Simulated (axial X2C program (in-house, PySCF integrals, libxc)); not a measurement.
## Worked dissociation energy of Cl₂: BLYP, without spin–orbit coupling

Calculated with an in-house all-electron X2C program for linear molecules (integrals from PySCF). Spin-free means the one-electron spin-free X2C Hamiltonian. Basis: Cl dyall-v2z [6s6p1d] (cores contracted in-house); Gaussian nuclei, density fitting, unrestricted open shells. Masses: Cl 34.969 u.

Molecular state: M_S = 0, Λ = 0 (closed shell).

* E(Cl) (2M_S = 1, M_L = 0): -461.574208 hartree
* E(Cl₂) at Re: -923.234039 hartree
* ωe: 486.3 cm⁻¹
* ωexe: 2.42 cm⁻¹

Q: Work out De and D0.

A: De = -461.574208 + (-461.574208) − (-923.234039) = 0.08562 hartree = 2.330 eV. The zero-point energy is ωe/2 − ωexe/4 = 243 cm⁻¹ = 0.030 eV, so D0 = 2.300 eV.

Occupations by symmetry block were frozen at the best pattern of an incomplete PBE0 search. Closed shells are restricted here (equal orbitals for both partners); the stretched side of such a curve lies too high. De is counted from the lowest determinant-based energies of the atoms at the same level, without counterpoise correction.

Each atomic determinant is the lowest at this level and need not be a pure term. Totals compare only within one Hamiltonian and basis.
